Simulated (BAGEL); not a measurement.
**UHF/3-21G (density fitting with qzvpp-jkfit) run of C2H2F3 (SMILES [CH2]C(F)(F)F)**

What is the energy change on altering one bond length of C2H2F3 at UHF/3-21G (density fitting with qzvpp-jkfit)? 

The results are computed with BAGEL 1.2.2.

1 further run of the same task is left out (set aside as unsound or not needed).

## Step 1: Starting point

The species is C2H2F3 (7 atoms), meant as a doublet with charge 0. SMILES: `[CH2]C(F)(F)F`. Geometry: relaxed at PBE0-D4/def2-TZVP.

Bond lengths: C1–C2 1.475 Å, C2–F3 1.348 Å, C2–F4 1.340 Å, C2–F5 1.340 Å, C1–H6 1.079 Å, C1–H7 1.079 Å. Angles: C1–C2–F3 112.0°, C1–C2–F4 111.7°, C1–C2–F5 111.7°, F3–C2–F4 106.7°, F3–C2–F5 106.7°, F4–C2–F5 107.7°, C2–C1–H6 119.0°, C2–C1–H7 119.0°, H6–C1–H7 121.5°.

## Step 2: The energy at UHF/3-21G (density fitting with qzvpp-jkfit)

Input file hf.json:

```json
{ "bagel" : [

{
  "title" : "molecule",
  "basis" : "3-21g",
  "df_basis" : "qzvpp-jkfit",
  "angstrom" : true,
  "geometry" : [
    { "atom" : "C", "xyz" : [      -0.264300,       0.823800,       0.273900 ] },
    { "atom" : "C", "xyz" : [       0.195600,      -0.510000,      -0.157200 ] },
    { "atom" : "F", "xyz" : [      -0.758400,      -1.177200,      -0.836600 ] },
    { "atom" : "F", "xyz" : [       0.534300,      -1.279100,       0.886000 ] },
    { "atom" : "F", "xyz" : [       1.259800,      -0.430000,      -0.967200 ] },
    { "atom" : "H", "xyz" : [      -0.791300,       0.918400,       1.211200 ] },
    { "atom" : "H", "xyz" : [      -0.175800,       1.654100,      -0.410200 ] }
  ]
},

{
  "title" : "uhf",
  "nopen" : 1
},

{
  "title" : "print",
  "file" : "orbitals.molden",
  "orbitals" : true
}

]}
```

Command:

```console
$ BAGEL_NUM_THREADS=1 BAGEL hf.json > hf.out
```

The program printed:

```text
* using 1 threads per process

  ===============================================================
  ===============================================================

  *** Geometry ***

  { "atom" : "C", "xyz" : [     -0.499455,      1.556756,      0.517596 ] },
  { "atom" : "C", "xyz" : [      0.369630,     -0.963760,     -0.297065 ] },
  { "atom" : "F", "xyz" : [     -1.433168,     -2.224586,     -1.580945 ] },
  { "atom" : "F", "xyz" : [      1.009681,     -2.417149,      1.674297 ] },
  { "atom" : "F", "xyz" : [      2.380677,     -0.812582,     -1.827743 ] },
  { "atom" : "H", "xyz" : [     -1.495340,      1.735524,      2.288836 ] },
  { "atom" : "H", "xyz" : [     -0.332214,      3.125796,     -0.775166 ] },

  Number of auxiliary basis functions:      417

  Since a DF basis is specified, we compute 2- and 3-index integrals:
    o Being stored without compression. Storage requirement is 0.008 GB

  Number of basis functions:       49
  Number of electrons      :       41

    * METHOD: MOLECULE                             0.10

  *** Open-shell HF ***

  === Nuclear Repulsion ===
   191.9360257865

      * DIIS with orbital gradients will be used.

  === UHF iteration (3-21g) ===
      0       -372.95042108          0.06496601           0.04
      1       -373.09636235          0.03744537           0.04
      2       -373.13372700          0.02090386           0.04
      3       -373.14999152          0.00112414           0.04
      4       -373.15035157          0.00024661           0.04
      5       -373.15040758          0.00007886           0.04
      6       -373.15043294          0.00001867           0.04
      7       -373.15043794          0.00001101           0.04
      8       -373.15043955          0.00000560           0.04
      9       -373.15044039          0.00000157           0.04
     10       -373.15044043          0.00000068           0.04
     11       -373.15044044          0.00000029           0.04
     12       -373.15044044          0.00000014           0.04
     13       -373.15044044          0.00000006           0.04
     14       -373.15044044          0.00000003           0.04
     15       -373.15044044          0.00000001           0.04
     16       -373.15044044          0.00000000           0.04
    * SCF iteration converged.

    * S^2 (UHF) is 0.7615

    * Permanent dipole moment:
           (    0.354281,    -0.958270,    -0.301477) a.u.

    * METHOD: UHF                                  0.74

    * METHOD: PRINT                                0.00

  ===============================================================
```

Wall time 1 s (1 thread of Arm Neoverse V2, shared host).

## Step 3: The distorted shape

Input file hf.json:

```json
{ "bagel": [

{
  "title": "molecule",
  "basis": "3-21g",
  "df_basis": "qzvpp-jkfit",
  "angstrom": true,
  "geometry": [
    { "atom": "C", "xyz": [      -0.816192,       2.424395,       0.791231 ] },
    { "atom": "C", "xyz": [       0.195600,      -0.510000,      -0.157200 ] },
    { "atom": "F", "xyz": [      -0.758400,      -1.177200,      -0.836600 ] },
    { "atom": "F", "xyz": [       0.534300,      -1.279100,       0.886000 ] },
    { "atom": "F", "xyz": [       1.259800,      -0.430000,      -0.967200 ] },
    { "atom": "H", "xyz": [      -1.343192,       2.518995,       1.728531 ] },
    { "atom": "H", "xyz": [      -0.727692,       3.254695,       0.107131 ] }
  ]
},

{ "title": "uhf", "nopen": 1 },

{ "title": "print", "file": "orbitals.molden", "orbitals": true }

]}
```

Command:

```console
$ BAGEL_NUM_THREADS=1 BAGEL hf.json > hf.out
```

The program printed:

```text
* using 1 threads per process

  ===============================================================
  ===============================================================

  *** Geometry ***

  { "atom" : "C", "xyz" : [     -1.542379,      4.581443,      1.495210 ] },
  { "atom" : "C", "xyz" : [      0.369630,     -0.963760,     -0.297065 ] },
  { "atom" : "F", "xyz" : [     -1.433168,     -2.224586,     -1.580945 ] },
  { "atom" : "F", "xyz" : [      1.009681,     -2.417149,      1.674297 ] },
  { "atom" : "F", "xyz" : [      2.380677,     -0.812582,     -1.827743 ] },
  { "atom" : "H", "xyz" : [     -2.538265,      4.760211,      3.266450 ] },
  { "atom" : "H", "xyz" : [     -1.375139,      6.150482,      0.202448 ] },

  Number of auxiliary basis functions:      417

  Since a DF basis is specified, we compute 2- and 3-index integrals:
    o Being stored without compression. Storage requirement is 0.008 GB

  Number of basis functions:       49
  Number of electrons      :       41

    * METHOD: MOLECULE                             0.10

  *** Open-shell HF ***

  === Nuclear Repulsion ===
   165.1232244180

      * DIIS with orbital gradients will be used.

  === UHF iteration (3-21g) ===
      0       -372.70999357          0.06226524           0.04
      1       -372.87932499          0.03798744           0.04
      2       -372.93728745          0.02200462           0.04
      3       -372.96001693          0.00250449           0.04
      4       -372.96654855          0.00085104           0.04
      5       -372.96957194          0.00056786           0.04
      6       -372.97437447          0.00045928           0.04
      7       -372.98083085          0.00041805           0.04
      8       -372.98262233          0.00037200           0.04
      9       -372.98641653          0.00032867           0.04
     10       -372.98718847          0.00011298           0.04
     11       -372.98732387          0.00006912           0.04
     12       -372.98738583          0.00004761           0.04
     13       -372.98738579          0.00004954           0.04
     14       -372.98739686          0.00003670           0.04
     15       -372.98739849          0.00002931           0.04
     16       -372.98739897          0.00001869           0.04
     17       -372.98739941          0.00001120           0.04
     18       -372.98739962          0.00000816           0.04
     19       -372.98740014          0.00000414           0.04
     20       -372.98740028          0.00000206           0.04
     21       -372.98740032          0.00000105           0.04
     22       -372.98740033          0.00000064           0.04
     23       -372.98740033          0.00000046           0.04
     24       -372.98740033          0.00000034           0.04
     25       -372.98740033          0.00000027           0.04
     26       -372.98740033          0.00000025           0.04
     27       -372.98740033          0.00000022           0.04
     28       -372.98740033          0.00000014           0.04
     29       -372.98740033          0.00000009           0.04
     30       -372.98740033          0.00000006           0.04
     31       -372.98740033          0.00000003           0.04
     32       -372.98740033          0.00000002           0.04
     33       -372.98740033          0.00000001           0.04
    * SCF iteration converged.

    * S^2 (UHF) is 1.5778

    * Permanent dipole moment:
           (    0.383769,    -0.997384,    -0.307865) a.u.

    * METHOD: UHF                                  1.43

    * METHOD: PRINT                                0.00

  ===============================================================
```

Wall time 1.7 s (1 thread of Arm Neoverse V2, shared host).

## Step 4: Outcome

At UHF/3-21G (density fitting with qzvpp-jkfit):

```
                                                         quantity          value
                                        first shape: total energy  -373.15044 Eh
                                       first shape: dipole moment         2.71 D
                                                first shape: ⟨S²⟩          0.761
                                    distorted shape: total energy  -372.98740 Eh
                                   distorted shape: dipole moment         2.83 D
                                            distorted shape: ⟨S²⟩          1.578
energy change with the C1–C2 bond stretched from 1.475 to 3.246 Å       4.437 eV
```

What this shows: With the C1–C2 bond stretched from 1.475 to 3.246 Å the energy rises by 4.44 eV (102 kcal/mol). The first shape isn't relaxed at this level, so the change isn't measured from a minimum. ⟨S²⟩ (distorted shape) is 1.58 where a pure doublet has 0.75: the reference is spin-contaminated.
